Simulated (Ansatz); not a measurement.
Geometry optimisation, RKS BHLYP-D4/def2-SVP in Ansatz.

Input file:

```yaml
crystal:
  periodic: [false, false, false]
  atoms:
    - { symbol: B, position_ang: [0.0, 0.0, 0.0] }
    - { symbol: H, position_ang: [0.0, 0.0, 1.19] }
    - { symbol: H, position_ang: [1.0305, 0.0, -0.595] }
    - { symbol: C, position_ang: [-1.3856, 0.0, -0.8] }
    - { symbol: H, position_ang: [-1.9458, -0.9305, -0.5708] }
    - { symbol: H, position_ang: [-1.9898, 0.8797, -0.4946] }
    - { symbol: H, position_ang: [-1.1839, 0.0508, -1.8903] }
basis:
  gaussian: { orbitals: def2-SVP }
hamiltonian:
  xc: { name: BHLYP }
  dispersion: d4
relax:
  f_tol: 0.02
  max_steps: 40
output:
  orbitals: {}
```

Launched with:

```bash
$ ansatz run input.yaml --threads 1 --pin off --max-ram 2048MiB --backend cpu --events-out ev --progress --plain --runs-dir out
```

Problem. Where does it end, and by what steps?

Solution. The run converged. The force dipped under the threshold on the way, but the program's further checks kept it going. After 11 steps the energy has fallen by 0.071 eV; H3 moved furthest, 0.31 Å.

```csv
step,energy less start (eV),largest force component (eV/Å),accepted
0,0.0000,1.132,yes
1,-0.0556,0.428,yes
2,-0.0631,0.137,yes
3,-0.0636,0.097,yes
4,-0.0661,0.016,yes
5,-0.0663,0.012,yes
6,-0.0671,0.073,yes
7,-0.0701,0.058,yes
8,-0.0543,0.412,no
9,-0.0711,0.041,yes
10,-0.0706,0.111,no
11,-0.0714,0.002,yes
```

```xyz
7
Properties=species:S:1:pos:R:3
B -0.018 0.018 -0.014
H 0.005 0.242 1.167
H 1.011 -0.301 -0.547
C -1.355 0.056 -0.806
H -1.761 -0.963 -0.685
H -2.109 0.732 -0.395
H -1.248 0.217 -1.881
```

Whether the end is a true minimum wasn't checked by a vibrational analysis.

The run took 12 s on 1 thread of Arm Neoverse V2, with other jobs on the host, peak memory 0.1 GiB.
